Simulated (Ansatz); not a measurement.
# CH7FSi: the cost of one run

Computed with Ansatz 0.2.0, Gaussian basis. Level: PBE0-D4, def2-SVP first, then def2-TZVP.

153 further runs of the same task are left out: 1 that didn't finish, 152 set aside as unsound or not needed.

## (1) The starting structure

The guess: 10 atoms, charge 0, spin multiplicity 1.

Atoms are counted from 1 here; the program's logs count them from 0.

Bond lengths: Si1–H3 1.476 Å, Si1–H4 1.447 Å, Si1–C5 1.886 Å, C5–H8 1.084 Å, C5–H9 1.086 Å, C5–H10 1.086 Å. Angles: H3–Si1–H4 107.6°, H3–Si1–C5 107.2°, H4–Si1–C5 120.5°, Si1–C5–H8 111.8°, Si1–C5–H9 110.0°, Si1–C5–H10 111.4°, H8–C5–H9 108.0°, H8–C5–H10 108.1°, H9–C5–H10 107.5°.

Geometry (Å):

```xyz
10
charge 0, multiplicity 1
Si   -0.2072   -0.7664   -0.0152
H     1.5793   -0.9353   -0.3159
H    -0.5794   -1.5685   -1.1965
H    -0.7348   -1.4385    1.1529
C    -0.6789    1.0216   -0.3841
H     1.8390   -0.4882    0.5753
F     1.1352    0.0117    1.5786
H    -0.4347    1.6802    0.4418
H    -1.7473    1.0933   -0.5659
H    -0.1711    1.3901   -1.2710
```

Distances that are to change: Si1–F7 2.22 Å, H2–H6 1.03 Å, Si1–H2 1.82 Å, H6–F7 1.32 Å.

## (2) Relaxing the guess with the reacting distances held

hold/in.yaml reads:

```yaml
crystal:
  periodic: [false, false, false]
  atoms:
    - {symbol: Si, position_ang: [-0.207200, -0.766400, -0.015200]}
    - {symbol: H, position_ang: [1.579300, -0.935300, -0.315900]}
    - {symbol: H, position_ang: [-0.579400, -1.568500, -1.196500]}
    - {symbol: H, position_ang: [-0.734800, -1.438500, 1.152900]}
    - {symbol: C, position_ang: [-0.678900, 1.021600, -0.384100]}
    - {symbol: H, position_ang: [1.839000, -0.488200, 0.575300]}
    - {symbol: F, position_ang: [1.135200, 0.011700, 1.578600]}
    - {symbol: H, position_ang: [-0.434700, 1.680200, 0.441800]}
    - {symbol: H, position_ang: [-1.747300, 1.093300, -0.565900]}
    - {symbol: H, position_ang: [-0.171100, 1.390100, -1.271000]}
basis:
  gaussian: {orbitals: def2-SVP}
hamiltonian: {xc: pbe0, dispersion: d4}
relax: {f_tol: 0.04, max_steps: 150, escape_saddle: false, constraints: [{distance: [0, 6]}, {distance: [1, 5]}, {distance: [0, 1]}, {distance: [5, 6]}]}
```

Run with:

```sh
> ansatz run in.yaml --threads 2 --pin off --events-out ev --progress --plain --max-ram 4352MiB
```

**Question.** How long does this run take on 2 threads of Arm Neoverse V2, shared host?

About 17 s.
